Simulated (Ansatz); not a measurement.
Results of r²SCAN+rVV10 in Ansatz (plane waves, PAW) for α-quartz (SiO2).

Numerical settings: plane-wave cutoff 560 eV, 12×12×6 k mesh (along the axes of the cell as run), Fermi–Dirac smearing 0.01 eV, scalar-relativistic PAW data made under PBE.

Energies at three volumes about the minimum:

```json
[
 {"V (Å³/atom)": "12.020", "E − E_lowest (meV/atom)": "0.68"},
 {"V (Å³/atom)": "12.266", "E − E_lowest (meV/atom)": "0.00"},
 {"V (Å³/atom)": "12.511", "E − E_lowest (meV/atom)": "0.63"}
]
```

**Question.** Fit a parabola by hand: where is the minimum, and what is the bulk modulus?

**Answer.** Slopes: (0.00 − 0.68)/(12.266 − 12.020) = -2.764 and (0.63 − 0.00)/(12.511 − 12.266) = 2.571 meV/Å³. Curvature E″ = 2 × (2.571 − (-2.764))/(12.511 − 12.020) = 21.731 meV/Å⁶. From the middle of the first interval, the slope vanishes at V0 = 12.1430 − (-2.764)/21.731 = 12.270 Å³/atom. B = V0 E″ = 12.270 × 21.731 meV/Å³ × 0.1602 GPa per meV/Å³ = 42.7 GPa. The full Birch–Murnaghan fit to all volumes gives V0 = 12.265 Å³/atom and B0 = 42.7 GPa.

Shape and atoms are relaxed at each volume.

Measured, for comparison: bulk modulus 37.1 ± 0.09 GPa (room temperature, no zero-point or thermal correction, equation of state from high-pressure X-ray diffraction; as tabulated in Angel, Allan, Miletich, Finger, J. Appl. Cryst. 30, 461 (1997)). Computed (rounded) less measured: bulk modulus +15 %.

Note: the bulk modulus comes from volumes at which shape and atoms were relaxed.

Ansatz is a program for electronic structure.
